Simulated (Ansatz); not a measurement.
## NbAl₃Pb: from a trial structure to a relaxed crystal

Method: Ansatz 0.2.0, DFT PBE, scalar-relativistic, plane waves, PAW. Cutoff 420 eV, Γ-centred k mesh, Gaussian smearing, no spin polarisation in the final step.

A relaxed cell is given with its space group left out.

```
CELL_PARAMETERS angstrom
3.56841 -3.60227 0.00000
3.56841 3.60227 0.00000
0.00000 0.00000 5.07036
ATOMIC_POSITIONS crystal
Al 0.00000 0.00000 0.00000
Al 0.00000 0.50000 0.50000
Al 0.50000 0.00000 0.50000
Nb 0.00000 0.00000 0.50000
Pb 0.50000 0.50000 0.00000
```

The zero of energy is the elements' standard structures at the same level; no fitted shifts are applied.

Problem. What space group does it have?

Solution. Cmmm (No. 65). Conventional cell: a = 7.137 Å, b = 7.205 Å, c = 5.070 Å. Around Al on Wyckoff site a (1 atom of the primitive cell) lie 2 Nb at 2.54 Å; Al on Wyckoff site f (2 atoms of the primitive cell) has 2 Nb at 2.54 Å; Nb is coordinated by 6 Al at 2.54 Å; Pb is coordinated by 12 Al at 3.57–3.60 Å.

Problem. How far does it lie from the elements in energy?

Solution. 0.61 eV/atom.

Problem. Is it a metal?

Solution. Yes, bands cross the Fermi level on the 8×8×8 mesh.

The final run used a 8×8×8 mesh on its 5-atom cell and 0.10 eV smearing. For metals, differences of a few meV/atom aren't resolved. Spin–orbit coupling is left out. The cell came from a trial start, so NbAl₃Pb may not exist in this structure.

Cost: 3 runs of about 1.3 core-minutes in all, on Arm Neoverse V2 (shared hosts).